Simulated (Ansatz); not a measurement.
# ClH4NSi: the cost of one run

All numbers below are computed with Ansatz 0.2.0 (RKS BHLYP-D4/def2-SVPD).

**1. The starting structure**

Bond lengths: Si1–H2 1.460 Å, Si1–Cl3 2.130 Å, Si1–H4 1.459 Å, Si1–N5 1.819 Å, N5–H6 1.060 Å, N5–H7 1.060 Å. Angles: H2–Si1–Cl3 109.4°, H2–Si1–H4 109.5°, H2–Si1–N5 109.5°, Cl3–Si1–H4 109.5°, Cl3–Si1–N5 109.5°, H4–Si1–N5 109.5°, Si1–N5–H6 120.0°, Si1–N5–H7 120.0°, H6–N5–H7 120.0°.

Coordinates:

```xyz
7

Si    0.0000    0.0000    0.0000
H     0.0000    0.0000    1.4600
Cl    2.0086    0.0000   -0.7093
H    -0.6877    1.1914   -0.4862
N    -0.8572   -1.4851   -0.6061
H    -1.3922   -2.1014    0.0704
H    -0.8219   -1.7344   -1.6357
```

**2. Preparing the start**

Contents of input.yaml:

```yaml
crystal:
  periodic: [false, false, false]
  atoms:
    - { symbol: Si, position_ang: [0.0, 0.0, 0.0] }
    - { symbol: H, position_ang: [0.0, 0.0, 1.46] }
    - { symbol: Cl, position_ang: [2.0086, 0.0, -0.7093] }
    - { symbol: H, position_ang: [-0.6877, 1.1914, -0.4862] }
    - { symbol: "N", position_ang: [-0.8572, -1.4851, -0.6061] }
    - { symbol: H, position_ang: [-1.3922, -2.1014, 0.0704] }
    - { symbol: H, position_ang: [-0.8219, -1.7344, -1.6357] }
basis:
  gaussian: { orbitals: def2-SVPD }
hamiltonian:
  xc: { name: BHLYP }
  dispersion: d4
relax:
  f_tol: 0.02
  max_steps: 40
output:
  orbitals: {}
```

Started as:

```sh
ansatz run input.yaml --threads 2 --pin off --max-ram 3072MiB --backend cpu --events-out ev --progress --plain --runs-dir out
```

What time and memory should one allow on 2 threads of Arm Neoverse V2, shared host?

About 17 s, with a peak of 0.2 GiB.
